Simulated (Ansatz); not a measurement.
**C8H18: up Jacob's ladder to CCSD(T)**

How much do the methods differ for C8H18? The plan is to run it at one geometry with functionals of several rungs and with coupled cluster, and see how far each lands from CCSD(T) at the basis-set limit for the atomisation energy.

Program: Ansatz 0.2.0, Gaussian basis. Level of theory: functionals in def2-TZVPP, the program's frozen cores in correlated methods. These are calculated values, not measurements.

Plan: PBE-D4, r2SCAN-D4, PBE0-D4, B3LYP-D4, ωB97X-V, ωB97M-V, B2PLYP; CCSD(T)/def2-TZVPP; MP2/def2-QZVPP; extrapolation to the limit.

## 1. Structure used throughout

The geometry comes from an earlier relaxation with PBE0-D4 in a triple-zeta def2 set; it is a stationary point, not always the lowest conformer.

SMILES `CCCC(C)(C)CC`, 26 atoms, charge 0, spin multiplicity 1.

Atoms are counted from 1 here; the program's logs count them from 0.

Bond lengths: C1–C2 1.521 Å, C1–H9 1.094 Å, C1–H10 1.091 Å, C1–H11 1.093 Å, C2–C3 1.532 Å, C2–H12 1.094 Å, C2–H13 1.095 Å, C3–C4 1.538 Å, C3–H14 1.098 Å, C3–H15 1.094 Å, C4–C5 1.527 Å, C4–C6 1.526 Å, C4–C7 1.538 Å, C5–H16 1.093 Å, C5–H17 1.094 Å, C5–H18 1.092 Å, C6–H19 1.094 Å, C6–H20 1.092 Å and more. Angles: C2–C1–H9 110.6°, C2–C1–H10 112.0°, C2–C1–H11 111.3°, H9–C1–H10 107.4°, H9–C1–H11 107.6°, H10–C1–H11 107.7°, C1–C2–C3 114.3°, C1–C2–H12 108.2°, C1–C2–H13 109.6°, C3–C2–H12 108.9°, C3–C2–H13 110.1°, H12–C2–H13 105.3°, C2–C3–C4 117.1°, C2–C3–H14 108.7°, C2–C3–H15 108.8°, C4–C3–H14 108.5°, C4–C3–H15 107.4°, H14–C3–H15 105.8° and more.

Geometry (Å):

```csv
atom,x (Å),y (Å),z (Å)
C1,2.6976,1.2768,-0.0667
C2,1.6142,0.7861,-1.0154
C3,0.7513,-0.3490,-0.4545
C4,-0.5858,0.0444,0.1962
C5,-1.5513,0.5759,-0.8611
C6,-0.3901,1.1188,1.2626
C7,-1.1936,-1.1847,0.8936
C8,-1.4775,-2.3983,0.0236
H9,3.3825,0.4637,0.1902
H10,2.2818,1.6605,0.8667
H11,3.2894,2.0763,-0.5198
H12,2.0958,0.4427,-1.9360
H13,0.9810,1.6268,-1.3170
H14,1.3433,-0.9105,0.2798
H15,0.5286,-1.0542,-1.2604
H16,-1.1757,1.4946,-1.3180
H17,-2.5232,0.8069,-0.4152
H18,-1.7114,-0.1477,-1.6636
H19,0.3012,0.7841,2.0411
H20,-0.0001,2.0462,0.8371
H21,-1.3442,1.3543,1.7432
H22,-0.5182,-1.4789,1.7060
H23,-2.1255,-0.8684,1.3774
H24,-2.1720,-2.1665,-0.7872
H25,-0.5678,-2.8059,-0.4222
H26,-1.9303,-3.1941,0.6197
```

## 2. PBE-D4 (GGA)

in.yaml reads:

```yaml
crystal:
  periodic: [false, false, false]
  atoms:
    - {symbol: C, position_ang: [2.697598, 1.276828, -0.066691]}
    - {symbol: C, position_ang: [1.614179, 0.786131, -1.015417]}
    - {symbol: C, position_ang: [0.751290, -0.348972, -0.454477]}
    - {symbol: C, position_ang: [-0.585767, 0.044392, 0.196239]}
    - {symbol: C, position_ang: [-1.551335, 0.575948, -0.861138]}
    - {symbol: C, position_ang: [-0.390146, 1.118769, 1.262559]}
    - {symbol: C, position_ang: [-1.193551, -1.184715, 0.893627]}
    - {symbol: C, position_ang: [-1.477539, -2.398267, 0.023586]}
    - {symbol: H, position_ang: [3.382462, 0.463688, 0.190199]}
    - {symbol: H, position_ang: [2.281785, 1.660512, 0.866702]}
    - {symbol: H, position_ang: [3.289366, 2.076275, -0.519762]}
    - {symbol: H, position_ang: [2.095843, 0.442737, -1.936041]}
    - {symbol: H, position_ang: [0.980960, 1.626819, -1.316995]}
    - {symbol: H, position_ang: [1.343261, -0.910546, 0.279769]}
    - {symbol: H, position_ang: [0.528602, -1.054218, -1.260358]}
    - {symbol: H, position_ang: [-1.175669, 1.494580, -1.317976]}
    - {symbol: H, position_ang: [-2.523164, 0.806888, -0.415208]}
    - {symbol: H, position_ang: [-1.711442, -0.147740, -1.663579]}
    - {symbol: H, position_ang: [0.301192, 0.784078, 2.041128]}
    - {symbol: H, position_ang: [-0.000068, 2.046210, 0.837079]}
    - {symbol: H, position_ang: [-1.344158, 1.354312, 1.743159]}
    - {symbol: H, position_ang: [-0.518153, -1.478905, 1.706014]}
    - {symbol: H, position_ang: [-2.125480, -0.868366, 1.377377]}
    - {symbol: H, position_ang: [-2.171965, -2.166476, -0.787209]}
    - {symbol: H, position_ang: [-0.567836, -2.805931, -0.422245]}
    - {symbol: H, position_ang: [-1.930275, -3.194061, 0.619666]}
basis:
  gaussian: {orbitals: def2-TZVPP}
hamiltonian: {xc: pbe, dispersion: d4}
output: {forces: true, orbitals: {seedname: orbitals}}
```

After this run come: r2SCAN-D4 (meta-GGA); PBE0-D4 (hybrid); B3LYP-D4 (hybrid); ωB97X-V (range-separated); ωB97M-V (range-separated); B2PLYP (double hybrid); CCSD(T) in def2-TZVPP; MP2 in def2-QZVPP.

**Question.** What will the summary of the whole plan be? Wanted: atomisation energy, CCSD(T)/CBS; farthest; mean size of error, hybrid; mean size of error, range-separated; gap, smallest and largest; T1 diagnostic; triples share of the correlation energy.

**Answer**, as computed:

| quantity | value |
| --- | --- |
| atomisation energy, CCSD(T)/CBS | 10368.4 kJ/mol |
| functionals within 51.8 kJ/mol (0.5 %) | r2SCAN-D4, B3LYP-D4, ωB97X-V, ωB97M-V |
| farthest | PBE-D4 (+162.6 kJ/mol) |
| mean size of error, hybrid | 36.8 kJ/mol |
| mean size of error, range-separated | 18.1 kJ/mol |
| gap, smallest and largest | 7.33 eV (PBE-D4), 13.65 eV (ωB97X-V) |
| T1 diagnostic | 0.0086 |
| triples share of the correlation energy | 3.8 % |

**Reading.** PBE-D4 is off by +162.6 kJ/mol. Double hybrids carry the basis error of their MP2 part in triple zeta, and no dispersion term here, so their miss is partly the set-up's. Misses under about 51.8 kJ/mol are within the doubt on the reference itself, which lacks core-valence correlation, relativity and higher excitations. Hartree-Fock recovers 76 % of the binding; the rest is correlation. Orbital gaps span 7.3 to 13.7 eV; exact exchange widens them.
